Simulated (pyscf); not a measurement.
methane (CH₄) + H₃C–BH–CH₃ → H₃C–B(CH₃)–CH₃ + hydrogen (H₂), a four-centre exchange (singlet surface; C–H, B–H broken, B–C, H–H formed). PySCF, gas phase, ωB97X-D3(BJ)/def2-SVP geometries. Energies in kcal/mol from the separated reactants.

Small-basis levels: PySCF, no dispersion term, spherical d functions. AM1 to PM7: differences of heats of formation from MOPAC, which are fitted to 298 K values and so differ in kind from electronic energies by zero-point and thermal terms. Cost: rough CPU time at the saddle relative to B3LYP/6-31G*, from one job on a shared machine.

```csv
level,barrier,reaction energy,cost
BP86/6-31G*,…,+6.4,1
B3LYP/STO-3G,48.4,+5.5,0.6
M06-2X/6-31G*,32.1,+5.9,3
PBE/def2-SVP,…,+4.5,2
AM1,38.5,-6.7,under 0.02
PM6,13.6,-30.3,under 0.02
PM7,15.6,-31.9,under 0.02
ωB97M-D3(BJ)/def2-TZVP,…,+4.7,–
```

Task: Some entries are withheld; supply them.

Result: 
- BP86/6-31G*, barrier: 29.3
- PBE/def2-SVP, barrier: 21.1
- ωB97M-D3(BJ)/def2-TZVP, barrier: 29.4

Against the last row the barrier runs from -15.8 (PM6) to +19.0 kcal/mol (B3LYP/STO-3G). ωB97M-D3(BJ)/def2-TZVP has limits of its own. At the saddle there is also a short B–H contact that neither side keeps. One saddle was located; it need not be the lowest between these sides.
